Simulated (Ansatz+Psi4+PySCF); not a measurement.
Values are calculated unless marked as measured or tabulated.
Input for PySCF 2.14.0:

```python
from pyscf import gto, scf, mp

mol = gto.M(atom="""
Li 0.000000 0.000000 0.492000
H 0.000000 0.000000 -1.476000
""", basis={'H': 'cc-pvtz', 'Li': 'cc-pcvtz'}, charge=1, spin=1)
mf = scf.UHF(mol)
mf.kernel()
pt = mp.MP2(mf, frozen=None).run()
print(mf.e_tot, pt.e_corr, pt.e_tot)
```

The script is written out from the run's settings.

Results

- Converged: yes
- Reference energy: -7.73995 hartree
- Correlation energy: -0.03628 hartree
- Total energy: -7.77622 hartree
- Spin squared of the determinant: 0.750

Messages of the program:
```
WARN: HOMO -0.268083169766489 >= LUMO -0.268083169766489
WARN: HOMO -0.268083169766489 >= LUMO -0.268083169766489
```
